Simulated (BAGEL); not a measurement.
**B3LYP/6-31G(d) (density fitting with cc-pvqz-jkfit, spherical functions) run of NO2F (nitryl fluoride)**

What is the energy change on altering one bond length of NO2F (nitryl fluoride) at B3LYP/6-31G* (density fitting with cc-pvqz-jkfit, spherical functions)? 

The results are computed with BAGEL 1.2.2.

### Step 1. The molecule

NO2F: 4 atoms, total charge 0, spin state singlet. As SMILES, `O=[N+]([O-])F`. The shape is that of a PBE0-D4/def2-TZVP optimisation.

Bond lengths: O1–N2 1.170 Å, N2–O3 1.170 Å, N2–F4 1.442 Å. Angles: O1–N2–O3 135.6°, O1–N2–F4 112.2°, O3–N2–F4 112.2°.

### Step 2. A single-point energy at B3LYP/6-31G(d) (density fitting with cc-pvqz-jkfit, spherical functions)

dft.json

```json
{ "bagel": [

{
  "title": "molecule",
  "basis": "6-31gs.json",
  "df_basis": "cc-pvqz-jkfit",
  "angstrom": true,
  "geometry": [
    { "atom": "O", "xyz": [    0.188290,    0.469930,    1.120250 ] },
    { "atom": "N", "xyz": [    0.079720,   -0.071800,    0.089140 ] },
    { "atom": "O", "xyz": [    0.476580,   -1.068680,   -0.376880 ] },
    { "atom": "F", "xyz": [   -0.744590,    0.670550,   -0.832510 ] }
  ]
},
{ "title": "ks", "xc_func": "b3lyp" },
{ "title": "print", "file": "orbitals.molden", "orbitals": true }

]}
```

The basis set 6-31G* is read from a file made from the Basis Set Exchange's data (not shown).

On the command line:

```console
$ BAGEL_NUM_THREADS=1 BAGEL dft.json > dft.out
```

Output:

```text
* using 1 threads per process

  ===============================================================
  ===============================================================

  *** Geometry ***

  { "atom" : "O", "xyz" : [      0.355817,      0.888039,      2.116966 ] },
  { "atom" : "N", "xyz" : [      0.150649,     -0.135682,      0.168450 ] },
  { "atom" : "O", "xyz" : [      0.900606,     -2.019513,     -0.712200 ] },
  { "atom" : "F", "xyz" : [     -1.407071,      1.267156,     -1.573216 ] },

  Number of auxiliary basis functions:      424

  Since a DF basis is specified, we compute 2- and 3-index integrals:
    o Being stored without compression. Storage requirement is 0.011 GB

  Number of basis functions:       56
  Number of electrons      :       32

    * METHOD: MOLECULE                             0.14

  *** Kohn-Sham DFT ***

    * Removing 6074 points whose weight is below 1.00e-10
    * Grid points: 53550

  === Nuclear Repulsion ===
   124.4765062625

       - DIIS with orbital gradients will be used.

  === KS iteration (b3lyp / 6-31gs.json) ===
      0       -281.89285248          0.17022713           0.11
      1       -274.74031146          0.27308487           0.10
      2       -254.46808454          0.25623887           0.09
      3       -288.62422666          0.18337897           0.09
      4       -303.32304625          0.08276897           0.08
      5       -302.52429169          0.09640588           0.09
      6       -303.62847998          0.07511187           0.08
      7       -303.92144258          0.06673777           0.08
      8       -304.86187808          0.00820136           0.08
      9       -304.87145702          0.00314230           0.08
     10       -304.87279519          0.00211352           0.08
     11       -304.87350889          0.00114321           0.09
     12       -304.87379585          0.00014822           0.09
     13       -304.87379926          0.00002294           0.09
     14       -304.87379938          0.00000342           0.09
     15       -304.87379938          0.00000072           0.08
     16       -304.87379938          0.00000031           0.08
     17       -304.87379938          0.00000015           0.08
     18       -304.87379938          0.00000009           0.08
     19       -304.87379938          0.00000002           0.09
     20       -304.87379938          0.00000001           0.09
    * SCF iteration converged.

    * Permanent dipole moment:
           (   -0.034249,     0.030853,    -0.038297) a.u.

    * METHOD: KS                                   2.01

    * METHOD: PRINT                                0.01

  ===============================================================
```

Wall time 2.3 s (1 thread of Arm Neoverse V1, shared host); peak memory 0.17 GiB.

### Step 3. The distorted shape

dft.json

```json
{ "bagel": [

{
  "title": "molecule",
  "basis": "6-31gs.json",
  "df_basis": "cc-pvqz-jkfit",
  "angstrom": true,
  "geometry": [
    { "atom": "O", "xyz": [       0.311961,       0.358556,       1.258525 ] },
    { "atom": "N", "xyz": [       0.203391,      -0.183174,       0.227415 ] },
    { "atom": "O", "xyz": [       0.600251,      -1.180054,      -0.238605 ] },
    { "atom": "F", "xyz": [      -0.744590,       0.670550,      -0.832510 ] }
  ]
},

{ "title": "ks", "xc_func": "b3lyp" },

{ "title": "print", "file": "orbitals.molden", "orbitals": true }

]}
```

The basis set 6-31G* is read from a file made from the Basis Set Exchange's data (not shown).

On the command line:

```console
$ BAGEL_NUM_THREADS=1 BAGEL dft.json > dft.out
```

Output:

```text
* using 1 threads per process

  ===============================================================
  ===============================================================

  *** Geometry ***

  { "atom" : "O", "xyz" : [      0.589521,      0.677573,      2.378268 ] },
  { "atom" : "N", "xyz" : [      0.384353,     -0.346149,      0.429752 ] },
  { "atom" : "O", "xyz" : [      1.134310,     -2.229979,     -0.450898 ] },
  { "atom" : "F", "xyz" : [     -1.407071,      1.267156,     -1.573216 ] },

  Number of auxiliary basis functions:      424

  Since a DF basis is specified, we compute 2- and 3-index integrals:
    o Being stored without compression. Storage requirement is 0.011 GB

  Number of basis functions:       56
  Number of electrons      :       32

    * METHOD: MOLECULE                             0.14

  *** Kohn-Sham DFT ***

    * Removing 5818 points whose weight is below 1.00e-10
    * Grid points: 53806

  === Nuclear Repulsion ===
   118.6414982302

       - DIIS with orbital gradients will be used.

  === KS iteration (b3lyp / 6-31gs.json) ===
      0       -282.36479134          0.16795725           0.12
      1       -276.60802939          0.25929861           0.10
      2       -255.31482073          0.24358498           0.09
      3       -287.53333840          0.16654917           0.09
      4       -302.97740965          0.08035436           0.09
      5       -302.03766679          0.09843638           0.09
      6       -303.28237900          0.08116881           0.09
      7       -301.72128663          0.10241764           0.09
      8       -304.57467687          0.04023646           0.09
      9       -304.53638207          0.03623815           0.09
     10       -304.85796407          0.00553819           0.09
     11       -304.86426961          0.00094644           0.09
     12       -304.86433754          0.00074830           0.09
     13       -304.86442395          0.00040390           0.08
     14       -304.86446002          0.00002313           0.08
     15       -304.86446010          0.00001266           0.09
     16       -304.86446011          0.00000759           0.09
     17       -304.86446013          0.00000170           0.08
     18       -304.86446013          0.00000019           0.09
     19       -304.86446013          0.00000035           0.09
     20       -304.86446013          0.00000009           0.09
     21       -304.86446013          0.00000002           0.09
     22       -304.86446013          0.00000001           0.09
     23       -304.86446013          0.00000002           0.09
     24       -304.86446013          0.00000000           0.09
    * SCF iteration converged.

    * Permanent dipole moment:
           (   -0.288157,     0.259513,    -0.322186) a.u.

    * METHOD: KS                                   2.43

    * METHOD: PRINT                                0.01

  ===============================================================
```

Run time: 2.7 s. Hardware: 1 thread of Arm Neoverse V1, shared host; peak memory 0.18 GiB.

### Step 4. What came out

Level: B3LYP/6-31G* (density fitting with cc-pvqz-jkfit, spherical functions).

| quantity | value |
| --- | --- |
| first shape: total energy | -304.87380 Eh |
| first shape: dipole moment | 0.15 D |
| first shape: HOMO energy | -9.71 eV |
| first shape: LUMO energy | -2.45 eV |
| first shape: HOMO–LUMO gap | 7.26 eV |
| distorted shape: total energy | -304.86446 Eh |
| distorted shape: dipole moment | 1.28 D |
| distorted shape: HOMO energy | -9.94 eV |
| distorted shape: LUMO energy | -2.95 eV |
| distorted shape: HOMO–LUMO gap | 6.99 eV |
| energy change with the N2–F4 bond stretched from 1.442 to 1.659 Å | 0.254 eV |

With the N2–F4 bond stretched from 1.442 to 1.659 Å the energy rises by 0.25 eV (5.9 kcal/mol). The first shape isn't relaxed at this level, so the change isn't measured from a minimum.
